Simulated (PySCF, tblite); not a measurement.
# C5H6F radical: geometry, infrared bands and EPR parameters

What infrared bands and EPR parameters should C5H6F radical (`C[C@]1(F)[C]=CC1`) show?

Computed with tblite 0.8.0 and PySCF 2.14.0, with density-fitted response routines of our own, on a single molecule in the gas phase. Atoms are numbered from 0 throughout.

### Step 1. The starting structure

12 atoms, charge 0, multiplicity 2; geometry from: force field or distance geometry start.

Bonds of the start (Å): C0–C1 1.50, C1–F2 1.39, C1–C3 1.46, C3–C4 1.28, C4–C5 1.45, C5–C1 1.47, C0–H6 1.12, C0–H7 1.12, C0–H8 1.12, C4–H9 1.11, C5–H10 1.11, C5–H11 1.12.

### Step 2. Geometry optimisation with GFN2-xTB

What the job is given:

```
{"job": {"kind": "relax", "xc": "GFN2-xTB", "basis": "xTB"}, "charge": 0, "multiplicity": 2}
C     -1.489200     0.027900     0.024700
C     -0.137900    -0.601000    -0.159300
F     -0.142200    -1.759900    -0.930200
C      0.534000    -0.728200     1.125200
C      1.445900     0.115400     0.826500
C      0.916700     0.370600    -0.497500
H     -1.521800     1.064900    -0.385000
H     -2.251800    -0.547600    -0.559500
H     -1.772600     0.030700     1.105300
H      2.320700     0.507300     1.382100
H      0.530800     1.411300    -0.593400
H      1.568600     0.107900    -1.365000
```

Command:

```sh
$ OMP_NUM_THREADS=1 python probes_run.py task.json out
```

This one command runs all jobs of the session in turn.

**Question.** This job is followed by: GFN2-xTB harmonic vibrations, gas phase; UKS B3LYP, pcH-1 on C F H, non-relativistic, mean-field spin-orbit, GIAO. Predict these results of the whole session: strongest single infrared mode (GFN2-xTB); zero-point energy (GFN2-xTB); g(iso) (B3LYP); ⟨S²⟩; largest a(iso) (averaged by class); surface potential, 1st and 99th percentile.

As calculated:

```
                                 quantity                  value
strongest single infrared mode (GFN2-xTB)  1177 cm⁻¹, 119 km/mol
             zero-point energy (GFN2-xTB)          57.8 kcal/mol
                           g(iso) (B3LYP)                2.00227
                                     ⟨S²⟩     0.757 (exact 0.75)
       largest a(iso) (averaged by class)   13C on C3, 361.7 MHz
    surface potential, 1st and 99th percentile     -1.08 V and 1.09 V
```

**Reading.** Relaxing lowered the energy by 0.667 eV in 78 steps; the close pair that moved most is C1–C5, from 1.473 to 1.560 Å. All 30 modes are real, so the xTB geometry is a minimum. The strongest single mode, at 1177 cm⁻¹, moves mainly C1. Unscaled tight-binding wavenumbers are off by several per cent, some by more. Its intensities can rank the bands wrongly. Most of the unpaired spin sits on C3 (0.91 e). The isotropic g lies 0.0 ppt below the free-electron value.
